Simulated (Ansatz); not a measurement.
# BFH2O: a ladder of functionals and wavefunction methods

The task here is to estimate one member of a computed series from the others.

The runs use Ansatz 0.2.0, Gaussian basis; functionals in def2-TZVPP, the program's frozen cores in correlated methods.

Plan: LDA (SPW92), PBE-D4, revPBE-D4, BLYP-D4, r2SCAN-D4, B97M-V, PBE0-D4, B3LYP-D4, r2SCANh-D4, r2SCAN0-D4, HSE06-D4, BHLYP-D4, CAM-B3LYP-D4, LC-ωPBE, ωB97X-V, ωB97M-V, B2PLYP, PBE-QIDH; CCSD(T)/def2-SVP; CCSD(T)/def2-TZVPP; CCSD(T)/def2-QZVPP; extrapolation to the limit; RPA on PBE.

**The geometry**

An earlier PBE0-D4 in a triple-zeta def2 set relaxation fixed the geometry.

SMILES `OBF`, 5 atoms, charge 0, spin multiplicity 1.

Atoms are counted from 1 here; the program's logs count them from 0.

Bond lengths: O1–B2 1.344 Å, O1–H4 0.963 Å, B2–F3 1.332 Å, B2–H5 1.192 Å. Angles: B2–O1–H4 113.4°, O1–B2–F3 120.3°, O1–B2–H5 120.1°, F3–B2–H5 119.6°.

Set-up of the first run:

Contents of in.yaml:

```yaml
crystal:
  periodic: [false, false, false]
  atoms:
    - {symbol: O, position_ang: [-0.965448, 0.157357, 0.156867]}
    - {symbol: B, position_ang: [0.364998, -0.030193, 0.201132]}
    - {symbol: F, position_ang: [1.039221, -0.323728, -0.909535]}
    - {symbol: H, position_ang: [-1.337232, 0.057364, -0.725826]}
    - {symbol: H, position_ang: [0.948261, 0.065400, 1.235962]}
basis:
  gaussian: {orbitals: def2-TZVPP}
hamiltonian: {xc: lda}
output: {orbitals: {seedname: orbitals}}
```

Among the steps run: LDA; PBE-D4 (GGA); revPBE-D4 (GGA); BLYP-D4 (GGA); r2SCAN-D4 (meta-GGA); B97M-V (meta-GGA); PBE0-D4 (hybrid); B3LYP-D4 (hybrid); r2SCANh-D4 (hybrid); r2SCAN0-D4 (hybrid); HSE06-D4 (hybrid); BHLYP-D4 (hybrid); CAM-B3LYP-D4 (range-separated); LC-ωPBE-D4 (range-separated; the results give it without D4); ωB97X-V (range-separated); ωB97M-V (range-separated); B2PLYP (double hybrid); PBE-QIDH (double hybrid).

One table of the session follows, with a row left open; its other results are not shown here.

It belongs to the step «Frontier levels by functional». 

```
  functional  HOMO (eV)  gap (eV)
 LDA (SPW92)      -8.80      7.86
      PBE-D4      -8.70      8.06
   revPBE-D4      -8.65      8.12
     BLYP-D4      -8.67      8.11
   r2SCAN-D4      -9.13      8.94
      B97M-V          ?         ?
     PBE0-D4     -10.43     10.81
    B3LYP-D4     -10.22     10.29
  r2SCANh-D4      -9.77      9.93
  r2SCAN0-D4     -10.71     11.38
    HSE06-D4     -10.01     10.01
    BHLYP-D4     -12.10     13.40
CAM-B3LYP-D4     -11.99     13.38
     LC-ωPBE     -13.35     16.02
     ωB97X-V     -13.00     15.56
     ωB97M-V     -12.85     15.03
```

**Question.** Estimate the row for B97M-V.

As computed: HOMO (eV): -9.23; gap (eV): 8.93. In the column «HOMO (eV)» it lies between r2SCANh-D4 (-9.77) and r2SCAN-D4 (-9.13).
